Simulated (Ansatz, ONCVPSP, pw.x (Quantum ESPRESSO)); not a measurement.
What a changed setting does to a pw.x run (diamond Si)

Potential: optimised norm-conserving Vanderbilt (ONCV), ONCVPSP 4.0.1, PBE; core [Ne], reference 3s2 3p2; waves: 3s: rc 1.70 bohr, ncon 3, nbas 7, qcut 3.4 1/bohr, 1 projector; 3p: rc 2.10 bohr, ncon 4, nbas 7, qcut 3.7 1/bohr, 2 projectors, debl 1.3 Ha; d scattering state at 0.1 Ha: rc 2.05 bohr, ncon 4, nbas 7, qcut 4.7 1/bohr, 2 projectors, debl 1.5 Ha; local part: polynomial inside 1.10 bohr (lpopt 5, dvloc0 4 Ha); core correction: Teter function, fcfact 5.5, rcfact 1.8.

The reference run (k-mesh 8³, cutoffs 105/420 Ry, Fermi–Dirac 0.01 Ry, mixing_beta 0.4, conv_thr 1e-9, no spin) gives -0.50 GPa at 20.463 Å³/atom, where all-electron LAPW gives -0.05 GPa. This run, with its own iteration cap, changes k-mesh shift to 1.

```
&control
  calculation='scf', prefix='x', pseudo_dir='./', outdir='./tmp', tstress=.true., disk_io='none'
/
&system
  ibrav=0, nat=2, ntyp=1, ecutwfc=105, ecutrho=420, nbnd=11,
  occupations='smearing', smearing='fd', degauss=0.01
/
&electrons
  conv_thr=1e-09, mixing_beta=0.4, electron_maxstep=60
/
ATOMIC_SPECIES
Si 1.0 Si.UPF
CELL_PARAMETERS angstrom
  0.00000000 2.73520428 2.73520428
  2.73520428 0.00000000 2.73520428
  2.73520428 2.73520428 0.00000000
ATOMIC_POSITIONS crystal
Si 0.0000 0.0000 0.0000
Si 0.2500 0.2500 0.2500
K_POINTS automatic
8 8 8 1 1 1
```

```bash
pw.x < Si.scf.in > Si.scf.out
```

Problem. How does the run end?

Solution. It converges in 7 iterations; the free energy moves by -1.8 meV/atom and the pressure by +0.00 GPa.

```
Message from routine setup:
     using ibrav=0 with symmetry is DISCOURAGED, use correct ibrav instead
     lattice parameter (alat)  =       7.3098  a.u.
     unit-cell volume          =     276.1823 (a.u.)^3
     number of electrons       =         8.00
     number of Kohn-Sham states=           11
     kinetic-energy cutoff     =     105.0000  Ry
     charge density cutoff     =     420.0000  Ry
     scf convergence threshold =      1.0E-09
     Exchange-correlation= PBE
     number of k points=    60  Fermi-Dirac smearing, width (Ry)=  0.0100
     iteration #  1     ecut=   105.00 Ry     beta= 0.40
     total energy              =     -20.00833430 Ry
     estimated scf accuracy    <       0.05431449 Ry
     iteration #  2     ecut=   105.00 Ry     beta= 0.40
     total energy              =     -20.00512526 Ry
     estimated scf accuracy    <       0.01495515 Ry
     iteration #  3     ecut=   105.00 Ry     beta= 0.40
     total energy              =     -20.00584550 Ry
     estimated scf accuracy    <       0.00018590 Ry
     iteration #  4     ecut=   105.00 Ry     beta= 0.40
     total energy              =     -20.00586522 Ry
     estimated scf accuracy    <       0.00000164 Ry
     iteration #  5     ecut=   105.00 Ry     beta= 0.40
     total energy              =     -20.00586595 Ry
     estimated scf accuracy    <       0.00000023 Ry
     iteration #  6     ecut=   105.00 Ry     beta= 0.40
     total energy              =     -20.00586599 Ry
     estimated scf accuracy    <          3.8E-09 Ry
     iteration #  7     ecut=   105.00 Ry     beta= 0.40
     the Fermi energy is     6.2846 ev
!    total energy              =     -20.00586599 Ry
     estimated scf accuracy    <          6.7E-10 Ry
     smearing contrib. (-TS)   =      -0.00021500 Ry
     The total energy is F=E-TS. E is the sum of the following terms:
     one-electron contribution =       5.39012863 Ry
     hartree contribution      =       1.10436055 Ry
     xc contribution           =      -9.82528609 Ry
     ewald contribution        =     -16.67485408 Ry
     convergence has been achieved in   7 iterations
          total   stress  (Ry/bohr**3)                   (kbar)     P=       -4.96
     Message from routine punch:
     Nothing written, as per user request (disk_io='none')
```

The run took about 74 s on one core of a shared host (Intel(R) Xeon(R) Processor @ 2.60GHz, 24 threads, 31 GiB, load 12).
